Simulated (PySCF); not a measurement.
AlF₃. Atoms are numbered in the order given.

```xyz
4

Al     0.0000     0.0000     0.0000
F     -1.6342     0.0000     0.0000
F      0.8171     1.4152     0.0000
F      0.8171    -1.4152     0.0000
```
Charge 0, spin multiplicity 1.

Geometry optimised at B3LYP-D3(BJ)/def2-TZVP. The isomer is the one that the SMILES or the coordinates give; other isomers of the formula were not compared.

Calculation: PySCF with B3LYP-D3(BJ)/def2-TZVP.

Frequencies are harmonic and unscaled.

Modes within 1.5 cm⁻¹ of each other (mostly degenerate sets) share a row, with their intensities summed.

```
mode  ν (cm⁻¹)  IR (km/mol)  moving atoms (share of kinetic energy)
----  --------  -----------  --------------------------------------
1–2        246         66.8                         F 85 %, Al 15 %
3          295        137.0                         Al 68 %, F 32 %
4          689          0.0                                 F 100 %
5–6        952        373.8                         Al 53 %, F 47 %
```
